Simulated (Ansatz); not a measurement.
## C4H8, singlet in cc-pVDZ: errors against RCCSDT(Q)

Geometry: MP2(full)/6-31G*, from the G2/97 set.

```
atom    x (Å)    y (Å)    z (Å)
   C   0.0000   1.0711   0.1476
   C   0.0000  -1.0711   0.1476
   C  -1.0711   0.0000  -0.1476
   C   1.0711   0.0000  -0.1476
   H   0.0000   1.9869  -0.4501
   H   0.0000   1.3429   1.2075
   H   0.0000  -1.9869  -0.4501
   H   0.0000  -1.3429   1.2075
   H  -1.9869   0.0000   0.4501
   H  -1.3429   0.0000  -1.2075
   H   1.9869   0.0000   0.4501
   H   1.3429   0.0000  -1.2075
```

Basis cc-pVDZ; Ansatz 0.2.0. Only valence electrons are correlated (noble-gas cores frozen), which leaves 24 electrons in 92 orbitals. R marks a restricted (for open shells ROHF) determinant. Active spaces: frontier = (8e, 8o) about the gap.

Full CI isn't at hand for all of this; RCCSDT(Q) serves as the reference, and is uncertain by about the last step of the cluster series.

- UHF ⟨S²⟩: 0.000
- T1 diagnostic (RCCSD): 0.0067
- largest doubles amplitude (RCCSD): 0.025

Task: From what is known of these methods and the diagnostics, rank them by the size of their error in total energy against RCCSDT(Q) in cc-pVDZ, smallest first (an estimate: the text doesn't fix the numbers).
A. RMP2
B. NEVPT2 (frontier space)
C. CISD
D. RCCSD(T)
E. MRCISD+Q (frontier space)

Result: D (1.93 mEh), E (17.00 mEh), A (73.11 mEh), B (86.20 mEh), C (113.07 mEh).

All errors are against RCCSDT(Q) in cc-pVDZ. Within each family the higher level lies nearer, as is usual though not guaranteed.

Atomization energy (electronic, same basis, no zero-point term; atoms at the same level, unrestricted beside the R rows where the molecule is a closed shell, with restricted open-shell steps beyond CCSDT(Q)) at RCCSDT(Q): 4495.7 kJ/mol. Errors of other levels:

| level | error (kJ/mol) |
| --- | --- |
| RHF | -907.2 |
| RMP2 | 43.3 |
| CISD | -278.5 |
| RCCSD | -42.2 |
| RCCSD(T) | -1.6 |
| BCCD(T) | -1.1 |
| RCCSDT | -2.7 |

This basis is far from its limit, so the value isn't to be set against a measured one. Truncated CI isn't size-consistent, which counts against it in atomization.
